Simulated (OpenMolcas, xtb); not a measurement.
How methods differ on CH4Si (SMILES C[SiH])

CH4Si has 6 atoms, charge 0, and is taken as a singlet. As SMILES, `C[SiH]`. The shape is that of a PBE0-D4/def2-TZVP optimisation.

Quantity: the dipole moment, in D. The values are calculated.

```tsv
level	kind	program	value (D)	CPU time
GFN0-xTB	semi-empirical	xtb	0.93	under 2 s
HF/def2-TZVP	Hartree–Fock	OpenMolcas	1.11	12 s
SVWN5/def2-TZVP	LDA	OpenMolcas	1.21	28 s
revPBE/def2-TZVP	GGA	OpenMolcas	1.20	42 s
M06-L/def2-TZVP	meta-GGA	OpenMolcas	1.13	48 s
M06-2X/def2-TZVP	hybrid meta-GGA	OpenMolcas	0.97	42 s
```

The values span 0.93 to 1.21 D. Magnitudes only. CPU times are rough (shared hosts, several kinds of processor): they show what a rung costs within a factor of a few.
